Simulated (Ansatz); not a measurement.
We consider rock-salt TiC, described by Hartree–Fock (Ansatz, an electronic-structure program, plane waves, PAW).

Numerical settings: plane-wave cutoff 460 eV, 12×12×12 k mesh, Fermi–Dirac smearing 0.05 eV, no spin polarisation, scalar-relativistic PAW data made under PBE.

Equation-of-state points:

```csv
V (Å³/atom),E − E_lowest (meV/atom),P (GPa)
9.940,24.54,15.89
10.193,6.08,7.62
10.476,0.00,-0.58
10.715,5.54,-6.74
10.977,21.49,-12.74
```

Question: Estimate the bulk modulus from the pressures at 10.193 and 10.715 Å³/atom, and compare it with a fit to all energies.

Answer: B = −V dP/dV. Between V = 10.193 and 10.715 Å³/atom, dP/dV = (-6.74 − (7.62))/(10.715 − 10.193) = -27.5 GPa per Å³/atom; at the midpoint 10.454 Å³/atom this gives B ≈ 288 GPa. The third-order Birch–Murnaghan fit gives V0 = 10.455 Å³/atom, B0 = 286 GPa, B′ = 3.8, which lies within 1 % of that estimate.

Measured, for comparison: bulk modulus 240 GPa (temperature not stated, no zero-point or thermal correction, our sources range from 235 to 268; as tabulated in Krasnenko and Brik (2013), arXiv:1306.3139); equilibrium volume per atom 10.15 Å³/atom (temperature not stated, no zero-point or thermal correction; as tabulated in Zhang et al. (2018), doi:10.1088/1367-2630/aac7f0). Computed (rounded) less measured: bulk modulus not scored (sources differ), equilibrium volume per atom +3.0 %.

The computed numbers hold no vibrational or temperature effects.

Cost on a shared machine: around 50 core-minutes (rough).
